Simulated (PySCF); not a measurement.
**NMR problem set**

PySCF calculation with GIAO PBE0/pcSseg-1 shieldings, couplings computed with B3LYP/pcJ-1 (spin–dipole term left out of most H,H and C,H couplings) and geometry from PBE0-D3(BJ)/def2-SVP; one averaged value for each set of equivalent atoms, no relativistic terms, isolated molecule, one conformer.

References, each an isolated molecule treated in the same way: ¹H (31.27 ppm) and ¹³C (184.41 ppm) against TMS. Multiplet labels drop J under 1 Hz and among equivalent protons, and merge close values. Unscaled 3J(H,H) run several per cent high. Vicinal couplings that depend on rotamer populations or ring flexing (ring, CH–CH, X–H and H–F types) are those of the one conformer. One-bond C–F couplings are unscaled and too large by tens of Hz. Shifts are as computed. Against solution values, carbons near 30 ppm lie about +2 ppm off and those near 130 ppm about +5 ppm. Of 1211 compounds with measured shifts, 218 miss one by over three times the rms of a fit or turn the order of signals round; such compounds aren't used in these exercises. Across acyclic CH2–CH2 and CH–CH2 bonds, 3J(H,H) assumes equally populated rotamers.

Q: C4H7F. ¹H NMR (400 MHz, computed): δ 6.41 (m, 1H), 5.40 (ddt, J = 11.5, 2.4, 1.6 Hz, 1H), 5.37 (dqd, J = 18.4, 2.0, 1.0 Hz, 1H), 4.43 (dt, J = 54.1, 6.9 Hz, 2H), 2.23 (m, 2H). ¹³C{¹H} NMR (computed): δ 144.9 (CH, d, J = 4.0 Hz), 123.7 (CH2), 84.7 (CH2, d, J = 235.2 Hz), 39.7 (CH2, d, J = 18.1 Hz). What is it?

A: `FCCC=C`. Rings plus π bonds: 1 (no ring in the answer). 4 carbon signals for 4 carbons: no two carbons are equivalent. Carbon types of the structure: 1 × CH, 3 × CH2, which accounts for all hydrogens. δC 144.9: alkene CH; as expected for a trigonal carbon in a double bond. δC 123.7: terminal =CH2 carbon; the olefinic region. δC 84.7: sp3 CH2 bonded to F; pulled downfield by the heteroatom. δH 2.23: hydrogen on an allylic sp3 CH2; allylic position.

This is the structure that produced the data.

Q: C2H2N2O. ¹H NMR (500 MHz, computed): δ 8.18 (s, 2H). ¹³C{¹H} NMR (computed): δ 156.8 (CH). Identify the compound.

A: `c1nnco1`. The formula gives 3 degrees of unsaturation (1 ring in the answer). 1 carbon signal for 2 carbons: some carbons are equivalent by symmetry or fast rotation. Carbon types of the structure: 2 × CH, which accounts for all hydrogens. δC 156.8: aromatic CH between two ring heteroatoms. δH 8.18: hydrogen on an aromatic CH between two ring heteroatoms; it sits in the deshielding region of the aromatic ring current.

This is the structure that produced the data.
